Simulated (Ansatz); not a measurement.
# Relaxing LiAl₂

All numbers below come from DFT PBE, scalar-relativistic, plane waves, PAW in Ansatz 0.2.0. Cutoff 420 eV, Γ-centred k mesh, Gaussian smearing, no spin polarisation in the final step.

The start is a random cell of LiAl₂ with space group Immm (No. 71), drawn with lower limits on the distances.

```
Li Al
1.0
    -2.08698    3.04297    4.00435
     2.08698   -3.04297    4.00435
     2.08698    3.04297   -4.00435
Li Al
2 4
Direct
  0.84280 0.00000 0.84280
  0.15720 0.00000 0.15720
  0.43457 0.68457 0.75000
  0.93457 0.68457 0.25000
  0.06543 0.31543 0.75000
  0.56543 0.31543 0.25000
```

Cell and atoms relax at zero pressure; the relaxation can't lower the symmetry of the start. After a coarse first stage the cell is made exact in the group found at 0.06 Å.

The zero of energy is the elements' standard structures at the same level; no fitted shifts are applied.

Q: Which crystal results?

A: It ends in P6/mmm (No. 191). Conventional cell: a = 4.695 Å, c = 2.971 Å. Li has 6 Al at 2.71 Å and 2 Li at 2.97 Å; Al has 3 Li at 2.71 Å, 3 Al at 2.71 Å and 2 Al at 2.97 Å.

Space group P6/mmm (No. 191). a = 4.695 Å, b = 4.695 Å, c = 2.971 Å, α = 90.00°, β = 90.00°, γ = 120.00°
| atom | site | symmetry | x | y | z |
| --- | --- | --- | --- | --- | --- |
| Li | 1b | 6/mmm | 0.0000 | 0.0000 | 0.5000 |
| Al | 2d | -6m2 | 0.3333 | 0.6667 | 0.5000 |

Q: What are its volume, energy, density and gap?

A: The volume per atom is 18.91 Å³. The density is 1.78 g/cm³. The energy over the elements is 0.15 eV/atom and the gap on the 10×10×10 mesh is 0 eV (a metal).

The final run used a 10×10×10 mesh on its 6-atom cell and 0.10 eV smearing. For metals, differences of a few meV/atom aren't resolved. A structure relaxed within its symmetry needn't be a true minimum. The steps took roughly 2.4 core-minutes in all.